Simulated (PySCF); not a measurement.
## How the method moves the proton affinities of methanethial

Structure: `C=S` (CH2S). Coordinates in Å; atoms count from 1 in this order:
```
C    -0.0972    0.0164   -0.2053
S     1.4532   -0.1948   -0.5688
H    -0.6785    0.8774   -0.5724
H    -0.6567   -0.6891    0.4297
```

All levels share the PBE0-D3(BJ)/def2-SVP structures and the PBE0-D3(BJ)/def2-SVP thermal terms; only the single-point energies (PySCF) change. Values are proton affinities (298 K, kJ/mol).

Measured (NIST Chemistry WebBook): proton affinity (−ΔH) 760 kJ/mol.

| level | S2 | time |
| --- | --- | --- |
| MP2/ma-def2-TZVP | 753 | 2.7 s |
| CCSD(T)/ma-def2-TZVP | 766 | 18 s |
| ωB97X-D3(BJ)/def2-TZVP | 782 | – |
| HF/ma-def2-TZVP | 789 | 0.81 s |

Times are wall times for all single points of a level on 1 thread of Intel Xeon Platinum 8259CL @ 2.50GHz, a shared host; the dash marks the run that also made the structures.

Hartree-Fock leaves out electron correlation, so its proton affinities can be off by tens of kJ/mol.

The spread: 36 kJ/mol, from 753 to 789.
